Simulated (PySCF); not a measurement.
Species: C₂H₄N (doublet state).
Geometry (GFN2-xTB, Å), atoms numbered from 1 in this order:
```
atom  x, y, z in Å
C1    -1.177   -0.055    0.011
N2     0.011   -0.537    0.136
C3     1.179   -0.011   -0.002
H4    -1.406    0.833   -0.570
H5    -1.993   -0.607    0.445
H6     1.368    1.055    0.071
H7     2.020   -0.673   -0.118
```

Identity: `[CH2]N=C` [radical].

Computed with UKS B3LYP, pcH-1 on C H N, non-relativistic, mean-field spin-orbit, GIAO (PySCF 2.14.0). Isolated species at its GFN2-xTB geometry, gas phase. The geometry wasn't refined by DFT: couplings that depend on bond lengths, twists or pyramidal angles can differ widely from those at the functional's own minimum. The frame is twisted about the C1–N2 bond at this geometry (dihedral H4–C1–N2–C3 = 22°); couplings at other torsion angles weren't computed.

Principal values of hyperfine tensors in MHz (contact and dipolar terms together), for some of the nuclei:

| atom | isotope | A1 | A2 | A3 | alike by the symmetry of this geometry |
| --- | --- | --- | --- | --- | --- |
| H5 | 1H | -50.98 | -32.62 | -4.77 | H7 |
| H6 | 1H | -42.56 | -25.48 | -2.12 | H4 |
| N2 | 14N | -9.82 | 9.17 | 27.44 | none |

**Question.** Split each tensor into its isotropic and traceless parts, and turn a_iso into mT with g = 2.0023.

**Answer.** a_iso = (A1 + A2 + A3)/3, Ti = Ai − a_iso; 1 mT corresponds to 28.025 MHz.

| atom | a_iso (MHz) | a_iso (mT) | T1 | T2 | T3 |
| --- | --- | --- | --- | --- | --- |
| H5 | -29.46 | -1.051 | -21.52 | -3.16 | 24.68 |
| H6 | -23.38 | -0.834 | -19.17 | -2.10 | 21.27 |
| N2 | 8.93 | 0.319 | -18.75 | 0.24 | 18.51 |

**Question.** What spin density at the nucleus of H5 lies behind its contact coupling (g_N = 5.58569)?

**Answer.** a_FC = (2μ0/3) gₑ μB g_N μN ρ(0)/(2S·h) = 800.24 MHz × g_N × ρ(0)/(2S), with ρ in bohr⁻³. With a_FC = -29.46 MHz and 2S = 1, ρ(0) = -0.00659 bohr⁻³. In magnitude that is 2.1 % of the 1/π = 0.318 of a free hydrogen atom.

**Question.** C1 (13C, g_N = 1.40482) isn't in the table. Its spin density at the nucleus is 0.05531 bohr⁻³. What is its contact coupling?

**Answer.** By the same relation, a_FC = 62.2 MHz. Its full tensor has the principal values 16.05, 17.91, 152.59 MHz.

**Question.** Name the largest traceless tensor T of the table and describe it.

**Answer.** H5: -21.5, -3.2, 24.7 MHz, rhombic: the two smaller values differ by 74 % of the largest.

**Question.** What first-order splitting does H5 cause when the field lies along A1, A2 or A3 of its tensor (g taken as isotropic, no quadrupole term)?

**Answer.** 2 lines (I = 1/2), spaced by |A_i|/(g × 13.996): 1.82, 1.16, 0.17 mT along the axes of A1, A2 and A3.
